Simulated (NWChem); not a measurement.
## How the cost of UB3LYP grows with the basis: PH

PH has 2 atoms, charge 0, and is taken as a triplet. As SMILES, `[PH]`. The coordinates come from a PBE0-D4/def2-TZVP relaxation.

UB3LYP, gradient, NWChem 7.3.0, on 1 thread of Intel Xeon Platinum 8175M at 2.50GHz (Skylake/Cascade Lake), shared host. N is the number of basis functions, t the processor time.

| basis | N | t (s) | ln N | ln t |
| --- | --- | --- | --- | --- |
| 6-31G(d) | 20 | 7.3 | 2.996 | 1.988 |
| 6-31G(d) | 21 | 6.9 | 3.045 | 1.932 |
| 6-311+G(d,p) | 36 | 9 | 3.584 | 2.197 |
| cc-pVTZ | 48 | ? | 3.871 | ? |

Fit t = C·Nᵖ to the known rows and estimate the time in cc-pVTZ.


1. Means of the 3 rows: ln N = 3.20833, ln t = 2.0390.
2. Σ(Δln N)² = 0.21289, Σ(Δln N·Δln t) = 0.087661, so the slope is 0.087661/0.21289 = 0.41177.
3. Intercept: 2.0390 − (0.41177) × 3.20833 = 0.7179. The largest residual of the fit is 0.040.
4. ln t = 0.7179 + 0.41177 × 3.871, so t ≈ 10 s.

The run took 23 s, so the estimate is too short by a factor of about 2.3. The fitted power is 0.4, with the electron count fixed. The times don't lie on a line: the count of functions alone doesn't set the cost here, and shared hosts add noise. Fixed start-up costs flatten the line at the short runs, so it runs low for the long one.
